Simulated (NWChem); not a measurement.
System: C$_{2}$H$_{3}$O, doublet; SMILES C[C]=O

All runs: NWChem. Spin-unrestricted. In the optimisation the excess spin sits in a' (Cs, its own frame). Structure relaxed at the PBE-D3(BJ)/def2-SVP, spin-unrestricted level. No stability test was run on the SCF state. Level: PBE0/def2-SVP with SMD (1 M gas to 1 M solution), gas-phase geometry. Reactions with the solvent are ignored.

Order these by “cavity-dispersion-structure term (kcal/mol)”, lowest first: ethanol; benzene; water; acetone.

benzene (-0.6), acetone (0.0), ethanol (2.7), water (4.2)
